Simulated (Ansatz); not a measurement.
Species: NH, net charge 0, triplet state. SMILES: [NH]
Geometry: optimised at B3LYP-D3(BJ)/def2-TZVP (Ansatz, a quantum-chemistry and plane-wave program).

Quantity: vertical electron affinity (to the doublet state of charge -1; a negative value means that the extra electron is unbound and the number depends on the basis; each state is the SCF solution reached for its spin), in eV. Correlated levels leave the core frozen unless marked. UHF or UKS for open shells. No spin-orbit coupling. Non-relativistic. Anions need diffuse functions: aug- sets have them; def2-D sets add few. Basis-set limits of correlation are two-point, X^-3; Hartree-Fock from the larger set.

CCSD(T)/CBS(aug-cc-pVTZ,aug-cc-pVQZ) (Ansatz) gives 0.33 eV.

Another calculation gave 0.07 eV. Which level was it?
A. SVWN5/def2-TZVPD (Ansatz)
B. B3LYP/def2-TZVPD (Ansatz)
C. wB97X-V/def2-TZVPD (Ansatz)
D. BHLYP/def2-TZVPD (Ansatz)

C, wB97X-V/def2-TZVPD (Ansatz). The others give 0.21 (B3LYP), 0.48 (SVWN5), -0.21 (BHLYP) eV.
